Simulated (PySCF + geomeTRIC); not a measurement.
A geometry relaxed with PBE0-D4/def2-TZVP (PySCF + geomeTRIC), charge 0, multiplicity 2:

```xyz
4

H     -0.7083     1.2258    -0.1170
Si    -0.0009     0.0007     0.3382
H     -0.7072    -1.2268    -0.1119
H      1.4163     0.0004    -0.1091
```

Q: Write the SMILES of this molecule.

A: `[SiH3]`
